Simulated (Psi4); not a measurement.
**MP2-F12/aug-cc-pVDZ (density fitting, density fitting for correlation) run of CH4BN (SMILES [BH3-][N+]#C)**

Aim: the energy difference between two shapes of CH4BN at MP2-F12/aug-cc-pVDZ (density fitting, density fitting for correlation), from 2 runs. 

Program for the calculation: Psi4 1.11.

**1. The structure to begin with**

The species is CH4BN (7 atoms), meant as a singlet with charge 0. As SMILES, `[BH3-][N+]#C`. The shape is that of a GFN2-xTB optimisation.

Bond lengths: B1–N2 1.446 Å, N2–C3 1.149 Å, B1–H4 1.191 Å, B1–H5 1.191 Å, B1–H6 1.191 Å, C3–H7 1.052 Å. Angles: B1–N2–C3 179.8°, N2–B1–H4 105.9°, N2–B1–H5 105.9°, N2–B1–H6 105.8°, N2–C3–H7 179.8°, H4–B1–H5 112.8°, H4–B1–H6 112.8°, H5–B1–H6 112.8°.

**2. The energy at MP2-F12/aug-cc-pVDZ (density fitting, density fitting for correlation)**

calc.py reads:

```python
import psi4

psi4.set_memory(1600000000)
psi4.set_num_threads(1)
psi4.set_output_file('psi4.out', False)

geom = psi4.geometry("""
0 1
B     -0.679270     0.619350    -0.271430
N      0.343100    -0.317340     0.137940
C      1.158210    -1.058740     0.463380
H     -1.600190    -0.041380    -0.638300
H     -0.196850     1.266380    -1.147890
H     -0.931780     1.266950     0.696120
H      1.906790    -1.735220     0.760180
""")

psi4.set_options({
    'basis': 'aug-cc-pVDZ',
    'reference': 'rhf',
    'scf_type': 'df',
    'freeze_core': True,
})

energy_value = psi4.energy("mp2-f12")
print(f'mp2-f12 energy: {energy_value:.10f} Eh')
for k, v in sorted(psi4.core.scalar_variables().items()):
    print(f'{k:45s} {v:18.10f}')
```

Started as:

```
$ python calc.py
```

psi4.out:

```text
[...]
  Running in c1 symmetry.
[...]
  Nuclear repulsion =   59.851435501977981
[...]
  Multiplicity = 1
[...]
  Nalpha       = 11
  Nbeta        = 11
[...]
    Number of basis functions: 105
[...]
   @DF-RHF iter   1:  -119.15746310484491   -8.12921e-01   4.18705e-03 DIIS/ADIIS
[...]
   @DF-RHF iter  10:  -119.27589864145011   -1.04166e-11   5.07105e-09 DIIS
[...]
    Orbital Energies [Eh]
    ---------------------
    Doubly Occupied:
       1A    -15.691973     2A    -11.372668     3A     -7.523937
       4A     -1.329036     5A     -0.915583     6A     -0.826566
       7A     -0.598293     8A     -0.598259     9A     -0.556333
      10A     -0.406601    11A     -0.406568
[...]
  @DF-RHF Final Energy:  -119.27589864145011
   => Energetics <=
    Nuclear Repulsion Energy =             59.8514355019779813
    One-Electron Energy =                -277.8030338905575150
    Two-Electron Energy =                  98.6756997471294142
    Total Energy =                       -119.2758986414501123
[...]
 Multipole Moments:
 ------------------------------------------------------------------------------------
     Multipole            Electronic (a.u.)      Nuclear  (a.u.)        Total (a.u.)
 ------------------------------------------------------------------------------------
 L = 1.  Multiply by 2.5417464519 to convert [e a0] to [Debye]
 Dipole X            :          2.6438113           -0.8313729            1.8124384
 Dipole Y            :         -2.4230196            0.7708137           -1.6522059
 Dipole Z            :          1.0580034           -0.3347067            0.7232967
 Magnitude           :                                                    2.5569269
[...]
```

On the terminal:

```text
mp2-f12 energy: -119.8296456743 Eh
CURRENT CORRELATION ENERGY                         -0.5322703383
CURRENT ENERGY                                   -119.8296456743
CURRENT REFERENCE ENERGY                         -119.2973753360
CUSTOM SCS-MP2 CORRELATION ENERGY                  -0.4129612813
CUSTOM SCS-MP2 TOTAL ENERGY                      -119.6888599227
DD SOLVATION ENERGY                                 0.0000000000
F12 CABS CORRECTION ENERGY                         -0.0214766945
HF KINETIC ENERGY                                 119.3192908234
HF POTENTIAL ENERGY                              -238.5951894649
HF TOTAL ENERGY                                  -119.2758986415
HF VIRIAL RATIO                                     1.9996363356
HF-CABS TOTAL ENERGY                             -119.2973753360
MP2 CORRELATION ENERGY                             -0.4150199428
MP2 DOUBLES ENERGY                                 -0.4150199428
MP2 OPPOSITE-SPIN CORRELATION ENERGY               -0.3168707312
MP2 SAME-SPIN CORRELATION ENERGY                   -0.0981492116
MP2 SINGLES ENERGY                                 -0.0000000000
MP2 TOTAL ENERGY                                 -119.6909185842
MP2-F12 CORRECTION ENERGY                          -0.1172503956
MP2-F12 CORRELATION ENERGY                         -0.5322703383
MP2-F12 DOUBLES ENERGY                             -0.5322703383
MP2-F12 OPPOSITE-SPIN CORRELATION ENERGY           -0.4100208785
MP2-F12 SAME-SPIN CORRELATION ENERGY               -0.1222494598
MP2-F12 SINGLES ENERGY                              0.0000000000
MP2-F12 TOTAL ENERGY                             -119.8296456743
NUCLEAR REPULSION ENERGY                           59.8514355020
ONE-ELECTRON ENERGY                              -277.8030338906
PCM POLARIZATION ENERGY                             0.0000000000
PE ENERGY                                           0.0000000000
SCF ITERATION ENERGY                             -119.2758986415
SCF ITERATIONS                                     10.0000000000
SCF TOTAL ENERGY                                 -119.2758986415
SCS-MP2 CORRELATION ENERGY                         -0.4129612813
SCS-MP2 TOTAL ENERGY                             -119.6888599227
TWO-ELECTRON ENERGY                                98.6756997471
```

Run time: 26 s. Hardware: 1 thread of Intel Xeon Platinum 8488C (Sapphire Rapids), shared host; peak memory 2 GiB.

**3. The distorted shape**

ch4bn.sdf reads:

```

     RDKit          3D

  7  6  0  0  0  0  0  0  0  0999 V2000
   -0.6482    0.6383   -0.2786 B   0  0  0  0  0  0  0  0  0  0  0  0
    0.3523   -0.2988    0.1619 N   0  0  0  0  0  0  0  0  0  0  0  0
    1.1870   -1.0251    0.4375 C   0  0  0  0  0  0  0  0  0  0  0  0
   -1.6254   -0.0300   -0.6757 H   0  0  0  0  0  0  0  0  0  0  0  0
   -0.1886    1.2638   -1.1627 H   0  0  0  0  0  0  0  0  0  0  0  0
   -0.9709    1.2551    0.7023 H   0  0  0  0  0  0  0  0  0  0  0  0
    1.9486   -1.7361    0.7576 H   0  0  0  0  0  0  0  0  0  0  0  0
  2  1  1  0
  3  2  3  0
  4  1  1  0
  5  1  1  0
  6  1  1  0
  7  3  1  0
M  CHG  2   1  -1   2   1
M  END
$$$$
```

ch4bn.py reads:

```python
import psi4
from rdkit import Chem

psi4.set_memory('1600 MB')
psi4.set_num_threads(1)
psi4.set_output_file('ch4bn.out', False)

rd = Chem.SDMolSupplier('ch4bn.sdf', removeHs=False, sanitize=False)[0]
xyz = rd.GetConformer().GetPositions()
atoms = '\n'.join(f'{a.GetSymbol()} {x:.4f} {y:.4f} {z:.4f}' for a, (x, y, z) in zip(rd.GetAtoms(), xyz))
mol = psi4.geometry('0 1\n' + atoms + '')

psi4.set_options({
    'reference': 'rhf',
    'scf_type': 'df',
    'freeze_core': True,
})

energy_value, wavefunction = psi4.energy("mp2-f12/aug-cc-pVDZ", molecule=mol, return_wfn=True)
print(f'mp2-f12/aug-cc-pVDZ energy: {energy_value:.10f} Eh')
```

Started as:

```
$ python ch4bn.py
```

ch4bn.out:

```text
[...]
  Running in c1 symmetry.
[...]
  Nuclear repulsion =   59.786774979847969
[...]
  Multiplicity = 1
[...]
  Nalpha       = 11
  Nbeta        = 11
[...]
    Number of basis functions: 105
[...]
   @DF-RHF iter   1:  -119.15533023540570   -8.16021e-01   4.21600e-03 DIIS/ADIIS
[...]
   @DF-RHF iter  12:  -119.27472192271360   -2.85638e-12   2.45085e-09 DIIS
[...]
    Orbital Energies [Eh]
    ---------------------
    Doubly Occupied:
       1A    -15.690601     2A    -11.374728     3A     -7.528633
       4A     -1.335030     5A     -0.911292     6A     -0.817498
       7A     -0.603219     8A     -0.600462     9A     -0.555175
      10A     -0.413097    11A     -0.391861
[...]
  @DF-RHF Final Energy:  -119.27472192271360
   => Energetics <=
    Nuclear Repulsion Energy =             59.7867749798479693
    One-Electron Energy =                -277.6798003028770268
    Two-Electron Energy =                  98.6183034003154688
    Total Energy =                       -119.2747219227135957
[...]
 Multipole Moments:
 ------------------------------------------------------------------------------------
     Multipole            Electronic (a.u.)      Nuclear  (a.u.)        Total (a.u.)
 ------------------------------------------------------------------------------------
 L = 1.  Multiply by 2.5417464519 to convert [e a0] to [Debye]
 Dipole X            :          2.8327209           -0.9289882            1.9037326
 Dipole Y            :         -2.3414229            0.6899327           -1.6514902
 Dipole Z            :          1.0930315           -0.3665009            0.7265305
 Magnitude           :                                                    2.6228733
[...]
```

Standard output:

```text
mp2-f12/aug-cc-pVDZ energy: -119.8268707152 Eh
```

Wall time 25 s (1 thread of Intel Xeon Platinum 8488C (Sapphire Rapids), shared host); peak memory 2 GiB.

**4. Results**

Level: MP2-F12/aug-cc-pVDZ (density fitting, density fitting for correlation), 3 core orbitals frozen.

| quantity | value |
| --- | --- |
| first shape: total energy | -119.82965 Eh |
| first shape: HOMO energy (Hartree–Fock orbitals) | -11.06 eV |
| first shape: LUMO energy (Hartree–Fock orbitals) | 0.42 eV |
| first shape: HOMO–LUMO gap (Hartree–Fock orbitals) | 11.49 eV |
| first shape: correlation energy (3 core orbitals frozen) | -532.3 mEh |
| distorted shape: total energy | -119.82687 Eh |
| distorted shape: HOMO energy (Hartree–Fock orbitals) | -10.66 eV |
| distorted shape: LUMO energy (Hartree–Fock orbitals) | 0.40 eV |
| distorted shape: HOMO–LUMO gap (Hartree–Fock orbitals) | 11.06 eV |
| distorted shape: correlation energy (3 core orbitals frozen) | -530.9 mEh |
| energy change with the atoms displaced | 0.076 eV |

In words: With the atoms displaced the energy rises by 0.08 eV (7.3 kJ/mol). The first shape isn't relaxed at this level, so the change isn't measured from a minimum.
